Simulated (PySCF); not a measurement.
C5H12O: calculation against experiment

**The experiment to reproduce.**

From NIST CCCBDB Release 22 (SRD 101), experimental polarizabilities, for the gas: mean polarisability 10.68 Å³.

The runs below try to reproduce these values; the comparison stands at the end.

C5H12O.
Numbering: `[CH3:1][CH2:2][CH2:3][O:4][CH2:5][CH3:6]` (hydrogens: H7, H8, H9 on C1; H10, H11 on C2; H12, H13 on C3; H14, H15 on C5; H16, H17, H18 on C6)

Geometry (GFN2-xTB, Å), atoms numbered from 1 in this order:
```xyz
18
C5H12O angstrom
C     -2.9749   -0.3876   -0.2446
C     -1.7325    0.4100    0.1276
C     -0.4569   -0.3697   -0.1686
O      0.6533    0.4163    0.1921
C      1.8857   -0.2217   -0.0479
C      3.0137    0.7026    0.3794
H     -2.9726   -0.6260   -1.3060
H     -3.8720    0.1843   -0.0222
H     -3.0134   -1.3199    0.3147
H     -1.7472    0.6582    1.1897
H     -1.7031    1.3460   -0.4319
H     -0.4075   -0.6243   -1.2409
H     -0.4492   -1.3165    0.3975
H      1.9326   -1.1680    0.5163
H      1.9767   -0.4661   -1.1192
H      2.9634    1.6310   -0.1820
H      3.9721    0.2246    0.1975
H      2.9229    0.9332    1.4368
```

Runs made with PySCF (gas phase, on this GFN2-xTB geometry; no spin–orbit coupling):

```
              level                                                                job  basis functions  wall time
CAM-B3LYP/def2-SVPD  8 singlets by full TDDFT, 3 Tamm–Dancoff triplets, polarisability              219       32 s
```

Hardware: an x86-64 server with one thread, on a shared host.

**Comparison with experiment**

**Mean polarisability.** Measured: 10.68 Å³ (NIST CCCBDB Release 22 (SRD 101), experimental polarizabilities).

```tsv
level	computed (Å³)	computed − measured (Å³)	% (from the printed values)
CAM-B3LYP/def2-SVPD	10.21	-0.47	-4
```

The computed values are static and purely electronic, with core orbitals frozen in the response (1 au = 0.148185 Å³). The table of measured values doesn't say here whether a value is static or optical, or holds a vibrational part. The measurement averages over conformers, the calculation has one.

No measured geometry was used, and the causes of the misses weren't examined.
